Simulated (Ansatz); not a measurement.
# H₅NOSi (SMILES N[SiH2]O): functionals against CCSD(T) at one geometry

Aim: energy, forces and dipole at a structure displaced at random from a GFN2-xTB minimum, from CCSD(T) and from density functionals.

Program: Ansatz 0.2.0, Gaussian basis. Level of theory: single points in def2-TZVPP. These are calculated values, not measurements.

Cores are frozen in the correlated methods.

### 1 Where the work starts

SMILES `N[SiH2]O`, 8 atoms, charge 0, spin multiplicity 1.

Atoms are counted from 1 here; the program's logs count them from 0.

Bond lengths: N1–Si2 1.769 Å, N1–H4 0.926 Å, N1–H5 1.027 Å, Si2–O3 1.526 Å, Si2–H6 1.530 Å, Si2–H7 1.488 Å, O3–H8 1.011 Å. Angles: Si2–N1–H4 113.5°, Si2–N1–H5 114.7°, H4–N1–H5 106.5°, N1–Si2–O3 111.4°, N1–Si2–H6 100.2°, N1–Si2–H7 102.3°, O3–Si2–H6 112.6°, O3–Si2–H7 113.4°, H6–Si2–H7 115.5°, Si2–O3–H8 121.7°.

Geometry (Å):

```
N    -0.8304    0.7350   -0.7708
Si    0.4845    0.0243    0.1746
O     0.1182   -1.3683    0.6805
H    -1.0522    0.2422   -1.5229
H    -1.7035    0.8810   -0.2494
H     0.5933    1.0510    1.3042
H     1.6101    0.0215   -0.7980
H     0.7367   -1.8949    1.2824
```

### 2 CCSD(T)/def2-TZVPP

Contents of run/in.yaml:

```yaml
crystal:
  periodic: [false, false, false]
  atoms:
    - {symbol: N, position_ang: [-0.830400, 0.735000, -0.770800]}
    - {symbol: Si, position_ang: [0.484500, 0.024300, 0.174600]}
    - {symbol: O, position_ang: [0.118200, -1.368300, 0.680500]}
    - {symbol: H, position_ang: [-1.052200, 0.242200, -1.522900]}
    - {symbol: H, position_ang: [-1.703500, 0.881000, -0.249400]}
    - {symbol: H, position_ang: [0.593300, 1.051000, 1.304200]}
    - {symbol: H, position_ang: [1.610100, 0.021500, -0.798000]}
    - {symbol: H, position_ang: [0.736700, -1.894900, 1.282400]}
basis:
  gaussian: {orbitals: def2-TZVPP}
correlation: {method: ccsd_t}
output: {forces: true}
```

The command line of these runs was not kept.

### 3 PBE0-D4/def2-TZVPP

Changes to run/in.yaml since step 2:

```diff
@@ -13,3 +13,3 @@
   gaussian: {orbitals: def2-TZVPP}
-correlation: {method: ccsd_t}
-output: {forces: true}
+hamiltonian: {xc: pbe0, dispersion: d4}
+output: {forces: true, orbitals: {seedname: orbitals}}
```

### 4 wB97M-V/def2-TZVPP

Changes to run/in.yaml since step 3:

```diff
@@ -13,3 +13,3 @@
   gaussian: {orbitals: def2-TZVPP}
-hamiltonian: {xc: pbe0, dispersion: d4}
-output: {forces: true, orbitals: {seedname: orbitals}}
+hamiltonian: {xc: {name: wB97M-V}}
+output: {forces: true}
```

### 5 r2SCAN-D4/def2-TZVPP

Changes to run/in.yaml since step 4:

```diff
@@ -13,3 +13,3 @@
   gaussian: {orbitals: def2-TZVPP}
-hamiltonian: {xc: {name: wB97M-V}}
+hamiltonian: {xc: r2scan, dispersion: d4}
 output: {forces: true}
```

### 6 PBE-D4/def2-TZVPP

Changes to run/in.yaml since step 5:

```diff
@@ -13,3 +13,3 @@
   gaussian: {orbitals: def2-TZVPP}
-hamiltonian: {xc: r2scan, dispersion: d4}
+hamiltonian: {xc: pbe, dispersion: d4}
 output: {forces: true}
```

### 7 r2SCAN0-D4/def2-TZVPP

Changes to run/in.yaml since step 6:

```diff
@@ -13,3 +13,3 @@
   gaussian: {orbitals: def2-TZVPP}
-hamiltonian: {xc: pbe, dispersion: d4}
+hamiltonian: {xc: {name: r2SCAN0}, dispersion: d4}
 output: {forces: true}
```

### 8 BHLYP-D4/def2-TZVPP

Changes to run/in.yaml since step 7:

```diff
@@ -13,3 +13,3 @@
   gaussian: {orbitals: def2-TZVPP}
-hamiltonian: {xc: {name: r2SCAN0}, dispersion: d4}
+hamiltonian: {xc: {name: BHLYP}, dispersion: d4}
 output: {forces: true}
```

(Steps that only read results are left out.)

Q: Predict the outcome of this session. Wanted: energy less free atoms, CCSD(T)/def2-TZVPP; RMS force component; RMS force error; HOMO and LUMO, PBE0-D4; T1 diagnostic.

The runs gave:

```
                                  quantity                                                                                               value
energy less free atoms, CCSD(T)/def2-TZVPP                                                                                     -625.8 kcal/mol
                       RMS force component                                                                2.464 to 2.537 eV/Å over the methods
                           RMS force error  PBE0-D4 0.100, wB97M-V 0.052, r2SCAN-D4 0.100, PBE-D4 0.203, r2SCAN0-D4 0.180, BHLYP-D4 0.247 eV/Å
                    HOMO and LUMO, PBE0-D4                                                                                   -7.56 and 0.41 eV
                             T1 diagnostic                                                                                               0.011
```

**Reading.** Against CCSD(T) the functionals' energies less atoms differ by -21.2 to +0.1 kcal/mol, PBE-D4 by -20.9 kcal/mol. CCSD(T) in triple zeta still lacks some correlation energy of the bonds, so part of these gaps is its own basis error and they don't rank the functionals. On forces the order runs from wB97M-V to BHLYP-D4. Frozen-core CCSD(T) forces in triple zeta carry basis errors of their own, and this is one geometry, so small gaps rank nothing.
